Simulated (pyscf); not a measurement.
Optimised with ωB97X-D3(BJ)/def2-SVP in PySCF. Correlated levels are frozen-core, on RHF or UHF. ΔMP2 is the change of the MP2 total energy from the triple- to the quadruple-zeta basis.

SMILES: C=C(Cl)C
```xyz
9

C     -1.2296    -1.8986    -0.7798
C     -0.5466    -0.7577    -0.7017
C      0.8978    -0.6036    -0.3299
Cl    -1.3418     0.7583    -1.0530
H     -0.7304    -2.8461    -0.5596
H     -2.2848    -1.9152    -1.0605
H      1.3483    -1.5837    -0.1180
H      1.4541    -0.1213    -1.1490
H      0.9972     0.0381     0.5598
```
Charge 0, spin multiplicity 1.

Problem. List the bond dissociation enthalpies at 298 K of `[CH2]=[C]([CH3])[Cl]` from CCSD(T)/def2-TZVPP + ΔMP2(QZVPP), from the weakest bond up.

Solution. C–H to •H₂C–C(=CH₂)–Cl + H•: 376.5 kJ/mol; C–Cl to H₂C=C•–CH₃ + Cl•: 392.5 kJ/mol; C–C to H₂C=C•–Cl + CH₃•: 424.4 kJ/mol; C–H to •HC=C(CH₃)–Cl + H•: 471.2 kJ/mol. Ring and multiple bonds, and those that leave no two simple radicals, are not listed. The radicals are drawn with the spin at the cut bond; how far it spreads was not checked. •HC=C(CH₃)–Cl lies 101.4 kJ/mol over its isomer •H₂C–CH=CH–Cl, and others may lie lower still (electronic energy, ωB97M-D3(BJ)). H₂C=C•–CH₃ lies 85.1 kJ/mol over its isomer •H₂C–CH=CH₂, and others may lie lower still (electronic energy, ωB97M-D3(BJ)). Other isomers of H₂C=C•–Cl, •H₂C–C(=CH₂)–Cl were not searched in full and may lie lower. The CCSD(T) − MP2 part came from Ansatz, without density fitting, on the same reference. A UHF reference is spin-contaminated (<S²> up to 0.98), which harms MP2 most. Left out: the spin-orbit lowering of Cl.
